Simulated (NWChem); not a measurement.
System: oxygen (O₂, triplet); SMILES O=O

The following NWChem deck was run.

```
start job
memory heap 200 mb stack 900 mb global 1100 mb
geometry units angstroms noautosym nocenter noautoz
  O      0.000000     0.000000     0.594102
  O      0.000000     0.000000    -0.594102
end
basis spherical
  * library def2-svp
end
dft
  odft
  mult 3
  xc pbe0
  iterations 150
end
property
  efieldgrad
end
task dft property
```

NWChem printed, in part:

```
             Northwest Computational Chemistry Package (NWChem) 7.3.0
             --------------------------------------------------------

                             Geometry "geometry" -> ""
                             -------------------------

 Output coordinates in angstroms (scale by  1.889725989 to convert to a.u.)

  No.       Tag          Charge          X              Y              Z
 ---- ---------------- ---------- -------------- -------------- --------------
    1 O                    8.0000     0.00000000     0.00000000     0.59410200
    2 O                    8.0000     0.00000000     0.00000000    -0.59410200

 Effective nuclear repulsion energy (a.u.)      28.5029708164

                              NWChem Property Module
                              ----------------------

  itol2e modified to match energy
  convergence criterion.

                                 NWChem DFT Module
                                 -----------------

 Summary of "ao basis" -> "ao basis" (spherical)
 ------------------------------------------------------------------------------
       Tag                 Description            Shells   Functions and Types
 ---------------- ------------------------------  ------  ---------------------
 O                          def2-svp                 6       14   3s2p1d

  itol2e modified to match energy
  convergence criterion.

            General Information
            -------------------
          SCF calculation type: DFT
          Wavefunction type:  spin polarized.
          No. of atoms     :     2
          No. of electrons :    16
           Alpha electrons :     9
            Beta electrons :     7
          Charge           :     0
          Spin multiplicity:     3
          Use of symmetry is: off; symmetry adaption is: off
          Maximum number of iterations: 150
          AO basis - number of functions:    28
                     number of shells:    12
          Convergence on energy requested:  1.00D-07
          Convergence on density requested:  1.00D-05
          Convergence on gradient requested:  5.00D-04

              XC Information
              --------------
                         PBE0 Method XC Functional
                     Hartree-Fock (Exact) Exchange  0.250
          PerdewBurkeErnzerhof Exchange Functional  0.750
            Perdew 1991 LDA Correlation Functional  1.000 local
           PerdewBurkeErnz. Correlation Functional  1.000 non-local

             Grid Information
             ----------------
          Grid used for XC integration:  fine
          Radial quadrature: Mura-Knowles
          Angular quadrature: Lebedev.
          Tag              B.-S. Rad. Rad. Pts. Rad. Cut. Ang. Pts.
          ---              ---------- --------- --------- ---------
          O                   0.60       70           5.0       590
          Grid pruning is: on
          Number of quadrature shells:   140
          Spatial weights used:  Erf1

      Superposition of Atomic Density Guess
      -------------------------------------

 Sum of atomic energies:        -149.38230774

      Non-variational initial energy
      ------------------------------

 Total energy =    -149.531110
 1-e energy   =    -262.845735
 2-e energy   =      84.811654
 HOMO         =      -0.185809
 LUMO         =      -0.185809

   convergence    iter        energy       DeltaE   RMS-Dens  Diis-err
 ---------------- ----- ----------------- --------- --------- ---------
 d= 0,ls=0.0,diis     1   -150.0102706124 -1.79D+02  1.26D-02  1.50D-01
                                                     5.72D-03  7.21D-02
 d= 0,ls=0.0,diis     2   -150.0373485488 -2.71D-02  4.18D-03  3.90D-02
                                                     3.87D-03  3.93D-02
 d= 0,ls=0.0,diis     3   -150.0521280679 -1.48D-02  7.81D-04  6.60D-04
                                                     1.95D-04  6.99D-05
 d= 0,ls=0.0,diis     4   -150.0523204892 -1.92D-04  6.89D-05  8.59D-06
                                                     1.64D-04  2.85D-05
 d= 0,ls=0.0,diis     5   -150.0523301298 -9.64D-06  3.68D-05  8.68D-07
                                                     1.98D-05  2.42D-07
 d= 0,ls=0.0,diis     6   -150.0523304932 -3.63D-07  9.63D-07  1.04D-09
                                                     1.11D-06  1.26D-09
 d= 0,ls=0.0,diis     7   -150.0523304938 -5.94D-10  6.44D-08  3.93D-12
                                                     7.33D-08  2.88D-12

         Total DFT energy =     -150.052330493771
      One electron energy =     -262.494332831066
           Coulomb energy =      100.831402951737
    Exchange-Corr. energy =      -16.892371430885
 Nuclear repulsion energy =       28.502970816443

 Numeric. integr. density =       15.999999981692

                    DFT Final Alpha Molecular Orbital Analysis
                    ------------------------------------------

 Vector    7  Occ=1.000000D+00  E=-5.678712D-01
              MO Center=  8.2D-10,  1.3D-09, -5.2D-07, r^2= 1.1D+00
   Bfn.  Coefficient  Atom+Function         Bfn.  Coefficient  Atom+Function
  ----- ------------  ---------------      ----- ------------  ---------------
     6      0.468250  1 O  pz                20     -0.468250  2 O  pz
     3      0.247306  1 O  s                 17      0.247307  2 O  s
     9      0.220571  1 O  pz                23     -0.220571  2 O  pz
     2      0.141890  1 O  s                 16      0.141891  2 O  s
     1      0.077004  1 O  s                 15      0.077004  2 O  s

 Vector    8  Occ=1.000000D+00  E=-3.187367D-01
              MO Center=  8.3D-10,  8.0D-10, -6.3D-07, r^2= 9.2D-01
   Bfn.  Coefficient  Atom+Function         Bfn.  Coefficient  Atom+Function
  ----- ------------  ---------------      ----- ------------  ---------------
     4      0.387510  1 O  px                18     -0.387511  2 O  px
     5      0.374620  1 O  py                19     -0.374620  2 O  py
     7      0.282355  1 O  px                21     -0.282355  2 O  px
     8      0.272962  1 O  py                22     -0.272962  2 O  py

 Vector    9  Occ=1.000000D+00  E=-3.187367D-01
              MO Center= -1.5D-11,  4.4D-11, -6.3D-07, r^2= 9.2D-01
   Bfn.  Coefficient  Atom+Function         Bfn.  Coefficient  Atom+Function
  ----- ------------  ---------------      ----- ------------  ---------------
     5     -0.387510  1 O  py                19      0.387511  2 O  py
     4      0.374620  1 O  px                18     -0.374620  2 O  px
     8     -0.282355  1 O  py                22      0.282355  2 O  py
     7      0.272962  1 O  px                21     -0.272962  2 O  px

 Vector   10  Occ=0.000000D+00  E= 2.563899D-01
              MO Center=  3.4D-10,  2.9D-10, -1.3D-07, r^2= 1.1D+00
   Bfn.  Coefficient  Atom+Function         Bfn.  Coefficient  Atom+Function
  ----- ------------  ---------------      ----- ------------  ---------------
     3      1.111678  1 O  s                 17     -1.111678  2 O  s
     9     -1.066446  1 O  pz                23     -1.066447  2 O  pz
     6     -0.516362  1 O  pz                20     -0.516362  2 O  pz
     2      0.325545  1 O  s                 16     -0.325545  2 O  s
     1      0.131320  1 O  s                 15     -0.131320  2 O  s

[...]

          -----------------------
          Electric field gradient
          -----------------------

 1 a.u. = 0.324123 10**(16) esu/cm**3  ( or statvolts/cm**2 ) = 0.97174 10**(22) v/m**2

 ------------------------------------------------------------
   Atom      X         Y         Z
 ------------------------------------------------------------
    1 O    0.00000   0.00000   1.12269
 ------------------------------------------------------------

 Electric field gradient in molecular frame (a.u.)
         XX             YY             ZZ             XY             XZ             YZ
 ------------------------------------------------------------------------------------------
        0.637708       0.637708      -1.275416       0.000000       0.000000      -0.000000

 Principal components (a.u.) and orientation
 of principal axis w.r.t. absolute frame                      Asymmetry parameter eta
 --------------------------------------------------------------------------------------
       -1.275416       0.637708       0.637708                       0.000000

       -0.000000       0.708493      -0.705718
        0.000000       0.705718       0.708493
        1.000000      -0.000000      -0.000000

 ------------------------------------------------------------
   Atom      X         Y         Z
 ------------------------------------------------------------
    2 O    0.00000   0.00000  -1.12269
 ------------------------------------------------------------

 Electric field gradient in molecular frame (a.u.)
         XX             YY             ZZ             XY             XZ             YZ
 ------------------------------------------------------------------------------------------
        0.637708       0.637708      -1.275415       0.000000      -0.000000      -0.000000

 Principal components (a.u.) and orientation
 of principal axis w.r.t. absolute frame                      Asymmetry parameter eta
 --------------------------------------------------------------------------------------
       -1.275415       0.637708       0.637708                       0.000000

        0.000000       0.698760       0.715357
        0.000000       0.715357      -0.698760
        1.000000      -0.000000       0.000000
```

Level: PBE0/def2-SVP, spin-unrestricted. Coordinates come from a PBE0/def2-SVP, spin-unrestricted optimisation. No stability test was run on the SCF state. NWChem prints the field gradient with the sign opposite to the second derivative of the potential.
